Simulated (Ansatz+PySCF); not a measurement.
Two shapes of singlet Si2H6.

Shape 1:

```xyz
8

Si    0.0000    0.0000   -1.1732
Si    0.0000    0.0000    1.1732
H     0.0000   -1.4036   -1.6897
H    -1.2155    0.7018   -1.6897
H     1.2155    0.7018   -1.6897
H     0.0000    1.4036    1.6897
H    -1.2155   -0.7018    1.6897
H     1.2155   -0.7018    1.6897
```

Shape 2:

```xyz
8

Si    0.0000    0.0000   -1.2671
Si    0.0000    0.0000    1.2671
H     0.0000   -1.5158   -1.8249
H    -1.3128    0.7579   -1.8249
H     1.3128    0.7579   -1.8249
H     0.0000    1.5158    1.8249
H    -1.3128   -0.7579    1.8249
H     1.3128   -0.7579    1.8249
```

Basis set: def2-SVP (spherical functions). Left uncorrelated: 10 orbitals. Charge 0, multiplicity 1.

Computed with Ansatz (development build ahead of 0.2.0); each method stands on the lowest determinant of its kind that the runs found.

(1) Which shape is lower in energy, and by how much in each method?

## Answers

(1)

```
     method  E(2) − E(1) (eV)
        RHF             1.002
        UHF             1.002
    RHF-MP2             1.001
    UHF-MP2             1.001
RHF-CCSD(T)             0.924
```

Shape 1 is lower.
